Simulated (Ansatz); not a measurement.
# BClO (SMILES O=BCl): functionals against CCSD(T) at one geometry

An exercise on one series of results from a longer session: the logs are not shown, and one member is left open.

The runs use Ansatz 0.2.0, Gaussian basis; single points in def2-TZVPP.

Cores are frozen in the correlated methods.

**The system as given**

SMILES `O=BCl`, 3 atoms, charge 0, spin multiplicity 1.

Atoms are counted from 1 here; the program's logs count them from 0.

Bond lengths: O1–B2 1.270 Å, B2–Cl3 1.575 Å. Angles: O1–B2–Cl3 174.3°.

Coordinates:

| atom | x (Å) | y (Å) | z (Å) |
| --- | --- | --- | --- |
| O1 | 1.0570 | 0.6115 | 0.6740 |
| B2 | 0.1270 | -0.0080 | 0.0714 |
| Cl3 | -1.1228 | -0.6624 | -0.6285 |

Set-up of the first run:

Input file run/in.yaml:

```yaml
crystal:
  periodic: [false, false, false]
  atoms:
    - {symbol: O, position_ang: [1.057000, 0.611500, 0.674000]}
    - {symbol: B, position_ang: [0.127000, -0.008000, 0.071400]}
    - {symbol: Cl, position_ang: [-1.122800, -0.662400, -0.628500]}
basis:
  gaussian: {orbitals: def2-TZVPP}
correlation: {method: ccsd_t}
output: {forces: true}
```

No record of the launch command was kept for these runs.

Steps of the session up to this table: CCSD(T)/def2-TZVPP; PBE0-D4/def2-TZVPP; wB97M-V/def2-TZVPP; r2SCAN-D4/def2-TZVPP; PBE-D4/def2-TZVPP; r2SCAN0-D4/def2-TZVPP; BHLYP-D4/def2-TZVPP.

One table of the session follows, with a row left open; its other results are not shown here.

| method | RMS force component (eV/Å) | angle to CCSD(T) forces (°) | dipole (D) |
| --- | --- | --- | --- |
| CCSD(T) | 3.384 | reference | 3.31 |
| PBE0-D4 | 3.500 | 5.1 | 3.47 |
| wB97M-V | 3.594 | 4.2 | 3.52 |
| r2SCAN-D4 | 3.297 | 3.4 | 3.40 |
| PBE-D4 | 3.101 | 0.7 | 3.27 |
| r2SCAN0-D4 | ? | ? | ? |
| BHLYP-D4 | 3.923 | 8.8 | 3.69 |

Q: Estimate the row for r2SCAN0-D4 from the others.

The run gave: RMS force component (eV/Å): 3.621; angle to CCSD(T) forces (°): 7.0; dipole (D): 3.56. In the column «RMS force component (eV/Å)» it lies between wB97M-V (3.594) and BHLYP-D4 (3.923).
